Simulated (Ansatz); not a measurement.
System: Si2, net charge 0, triplet state. 
Geometry from a B3LYP-D3(BJ)/def2-TZVP (Ansatz, a quantum-chemistry and plane-wave program) optimisation:
```xyz
2

Si     0.0000     0.0000    -1.1339
Si     0.0000     0.0000     1.1339
```
Charge 0, spin multiplicity 3.

Basis-set convergence of Hartree-Fock and MP2 correlation energies (hartree) with Ansatz. Correlated levels leave the core frozen unless marked. UHF or UKS for open shells. No spin-orbit coupling. Non-relativistic.

| basis | functions | E(HF) | E(corr, MP2) |
|---|---|---|---|
| aug-cc-pV(D+d)Z | 64 | -577.76741 | -0.13241 |
| aug-cc-pV(T+d)Z | 110 | -577.78013 | -0.15990 |
| aug-cc-pV(Q+d)Z | 178 | -577.78374 | -0.17044 |

Extrapolating the two largest sets (X = 3 and 4) as X^-3: E(corr) = (64·(-0.17044) - 27·(-0.15990))/37 = -0.1781 Eh, an estimate of the basis-set limit. The largest set recovers 95.7 % of it, the smallest 74.3 %.
